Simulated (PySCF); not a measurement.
Li2, SMILES [Li][Li].

Geometry optimised at B3LYP-D3(BJ)/def2-TZVPD.

Calculation: IEF-PCM-B3LYP/def2-TZVPD (PySCF).

The values are the electrostatic part of the solvation free energy, E(continuum) − E(gas) at the gas-phase geometry, in a cavity of scaled van der Waals radii (PySCF's table); cavitation and dispersion terms are not included. A continuum can't describe solvent molecules that bind to the metal. In vacuum the orbital gap is 2.22 eV. The dipole moment in vacuum is 0.00 D.

Estimate the values in water (ε = 78.36), 2-propanol (ε = 19.26), cyclohexanone (ε = 15.62). (Estimate from the structure and the level; the computed values follow.)


```csv
solvent,ε,ΔG(elec) (kcal/mol),dipole (D),gap (eV)
water,78.36,-5.2,0.00,2.82
2-propanol,19.26,-4.7,0.00,2.76
cyclohexanone,15.62,-4.6,0.00,2.75
```
